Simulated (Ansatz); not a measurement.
## Nudged elastic band run: B2H4S

The input (input.yaml):

```yaml
crystal:
  periodic: [false, false, false]
  atoms:
    - { symbol: B, position_ang: [-0.664795, 0.588419, -0.684883] }
    - { symbol: B, position_ang: [-0.03307, -0.007802, 0.768401] }
    - { symbol: S, position_ang: [1.337472, -1.161702, 0.906059] }
    - { symbol: H, position_ang: [-1.558112, 0.024295, -1.258592] }
    - { symbol: H, position_ang: [-0.243565, 1.597354, -1.18487] }
    - { symbol: H, position_ang: [-0.480329, 0.317199, 1.834462] }
    - { symbol: H, position_ang: [1.642409, -1.357773, -0.380587] }
basis:
  gaussian: { orbitals: def2-SVP }
hamiltonian:
  xc: hf
neb:
  order_check: false
  images: 9
  f_tol: 0.2
  max_iterations: 60
  final_atoms:
    - { symbol: B, position_ang: [-0.82570298, 0.72690061, -0.76780777] }
    - { symbol: B, position_ang: [0.08193076, -0.08791545, 0.41180996] }
    - { symbol: S, position_ang: [1.42886673, -1.19476695, -0.02843722] }
    - { symbol: H, position_ang: [-1.83028855, 0.25137473, -1.22589094] }
    - { symbol: H, position_ang: [-0.51459037, 1.82218777, -1.15342179] }
    - { symbol: H, position_ang: [-0.16405835, 0.06343636, 1.57704796] }
    - { symbol: H, position_ang: [1.82385277, -1.58122708, 1.1866898] }
  initial_path:
    images:
      - { positions_ang: [[-0.664795, 0.588419, -0.684883], [-0.03307, -0.007802, 0.768401], [1.337472, -1.161702, 0.906059], [-1.558112, 0.024295, -1.258592], [-0.243565, 1.597354, -1.18487], [-0.480329, 0.317199, 1.834462], [1.642409, -1.357773, -0.380587]] }
      - { positions_ang: [[-0.68648353, 0.59048413, -0.68735468], [-0.04114613, -0.02418239, 0.73561208], [1.26017512, -1.23641345, 0.82252286], [-1.61338221, 0.07557708, -1.22375264], [-0.24339456, 1.56329134, -1.21530435], [-0.4185807, 0.31074489, 1.81042455], [1.742822, -1.2795116, -0.24215782]] }
      - { positions_ang: [[-0.70817206, 0.59254926, -0.68982637], [-0.04922226, -0.04056278, 0.70282316], [1.18287824, -1.3111249, 0.73898673], [-1.66865242, 0.12685917, -1.18891328], [-0.24322412, 1.52922868, -1.24573871], [-0.35683239, 0.30429078, 1.7863871], [1.843235, -1.2012502, -0.10372863]] }
      - { positions_ang: [[-0.72986058, 0.59461439, -0.69229805], [-0.05729838, -0.05694318, 0.67003424], [1.10558136, -1.38583635, 0.65545059], [-1.72392262, 0.17814125, -1.15407392], [-0.24305368, 1.49516602, -1.27617306], [-0.29508409, 0.29783667, 1.76234965], [1.943648, -1.1229888, 0.03470055]] }
      - { positions_ang: [[-0.75154911, 0.59667952, -0.69476974], [-0.06537451, -0.07332357, 0.63724532], [1.02828448, -1.4605478, 0.57191446], [-1.77919283, 0.22942333, -1.11923456], [-0.24288325, 1.46110336, -1.30660741], [-0.23333579, 0.29138256, 1.7383122], [2.044061, -1.0447274, 0.17312974]] }
      - { positions_ang: [[-0.77323764, 0.59874465, -0.69724142], [-0.07345064, -0.08970396, 0.6044564], [0.95098761, -1.53525925, 0.48837832], [-1.83446304, 0.28070542, -1.0843952], [-0.24271281, 1.42704069, -1.33704177], [-0.17158749, 0.28492845, 1.71427475], [2.14447401, -0.966466, 0.31155892]] }
      - { positions_ang: [[-0.78373071, 0.62437584, -0.71135469], [-0.04237436, -0.08934626, 0.56592711], [1.04656343, -1.46716079, 0.38501521], [-1.83362814, 0.27483928, -1.11269435], [-0.29708832, 1.50607011, -1.30031777], [-0.17008166, 0.24063003, 1.6868294], [2.08034976, -1.08941822, 0.4865851]] }
      - { positions_ang: [[-0.79422378, 0.65000703, -0.72546796], [-0.01129808, -0.08898855, 0.52739782], [1.14213926, -1.39906233, 0.2816521], [-1.83279324, 0.26897314, -1.1409935], [-0.35146383, 1.58509953, -1.26359378], [-0.16857583, 0.19633162, 1.65938404], [2.01622551, -1.21237043, 0.66161127]] }
      - { positions_ang: [[-0.80471685, 0.67563823, -0.73958123], [0.0197782, -0.08863085, 0.48886853], [1.23771508, -1.33096387, 0.178289], [-1.83195835, 0.263107, -1.16929265], [-0.40583935, 1.66412894, -1.22686978], [-0.16707001, 0.1520332, 1.63193868], [1.95210126, -1.33532265, 0.83663745]] }
      - { positions_ang: [[-0.81520991, 0.70126942, -0.7536945], [0.05085448, -0.08827315, 0.45033925], [1.33329091, -1.26286541, 0.07492589], [-1.83112345, 0.25724087, -1.19759179], [-0.46021486, 1.74315836, -1.19014579], [-0.16556418, 0.10773478, 1.60449332], [1.88797702, -1.45827486, 1.01166363]] }
      - { positions_ang: [[-0.82570298, 0.72690061, -0.76780777], [0.08193076, -0.08791545, 0.41180996], [1.42886673, -1.19476695, -0.02843722], [-1.83028855, 0.25137473, -1.22589094], [-0.51459037, 1.82218777, -1.15342179], [-0.16405835, 0.06343636, 1.57704796], [1.82385277, -1.58122708, 1.1866898]] }
```

Command:

```bash
$ ansatz run input.yaml --threads 1 --pin off --max-ram 2048MiB --backend cpu --events-out ev --progress --plain --runs-dir out
```

Output, in part (warnings, iteration lines, the closing report on the highest movable image, with atoms numbered from 0):

```
NEB end point (image 0): max|allowed force component| = 5.806e-3 eV/Å (the criterion of neb.relax_end_points is 4.000e-2)
NEB end point (image 10): max|allowed force component| = 3.490e-3 eV/Å (the criterion of neb.relax_end_points is 4.000e-2)
NEB iter   1: max|band force component| = 2.467e1 eV/Å  barrier→ = 4.6897 eV  barrier← = 4.6720 eV  Δτ_max = 0.1700 Å  (296 SCF iters)
NEB iter   2: max|band force component| = 5.901e0 eV/Å  barrier→ = 0.9718 eV  barrier← = 0.9541 eV  Δτ_max = 0.1946 Å  (254 SCF iters)
NEB iter   3: max|band force component| = 2.760e0 eV/Å  barrier→ = 0.8066 eV  barrier← = 0.7889 eV  Δτ_max = 0.1339 Å  (256 SCF iters)
NEB iter   4: max|band force component| = 7.553e-1 eV/Å  barrier→ = 0.7299 eV  barrier← = 0.7122 eV  Δτ_max = 0.0336 Å  (230 SCF iters)
NEB iter   5: max|band force component| = 2.404e-1 eV/Å  barrier→ = 0.7276 eV  barrier← = 0.7099 eV  CI = image 5  Δτ_max = 0.0637 Å  (217 SCF iters)
NEB iter   6: max|band force component| = 1.407e-1 eV/Å  barrier→ = 0.7328 eV  barrier← = 0.7151 eV  CI = image 5  Δτ_max = 0.0000 Å  (470 SCF iters)
Total energy: -12218.60969652 eV, -449.0256242761 hartree
Atom 0 at    -0.761114     0.602229    -0.703915 Å, force    -0.004713    -0.009204    -0.009542 eV/Å
Atom 1 at    -0.076771    -0.069296     0.679153 Å, force    -0.000653     0.016623     0.062814 eV/Å
Atom 2 at     0.979902    -1.623374     0.438023 Å, force    -0.001020    -0.000043    -0.028878 eV/Å
Atom 3 at    -1.837421     0.239768    -1.097143 Å, force    -0.005054    -0.012341    -0.008669 eV/Å
Atom 4 at    -0.185271     1.428970    -1.358561 Å, force     0.023428     0.001400    -0.013092 eV/Å
Atom 5 at    -0.222075     0.342460     1.796027 Å, force    -0.008058     0.001555     0.011290 eV/Å
Atom 6 at     2.102761    -0.920767     0.246407 Å, force    -0.003931     0.002012    -0.013922 eV/Å
Dipole moment:     0.035072     0.287965     0.007734 e Å
```

It converged. The threshold of 0.2 eV/Å is loose, so the images may lie well off the minimum-energy path. Another band between the same ends (9 images) ends at a top of the same energy, where a vibrational analysis finds 1 clearly imaginary mode.

Final band (atoms are numbered from 1 in the order of the input):

```
image  path coordinate (Å)  energy (eV)  dihedral B1–B2–S3–H7 (°)
    0                 0.00         0.00                         0
    1                 0.31         0.02                         6
    2                 0.62         0.13                        26
    3                 0.94         0.38                        49
    4                 1.25         0.63                        70
    5                 1.56         0.73                        89
    6                 1.90         0.63                       110
    7                 2.24         0.41                       130
    8                 2.58         0.20                       149
    9                 2.92         0.06                       166
   10                 3.26         0.02                       180
```

The run took 25 s on 1 thread of Intel(R) Xeon(R) 6975P-C (Granite Rapids), with other jobs on the host, peak memory 0.14 GiB.
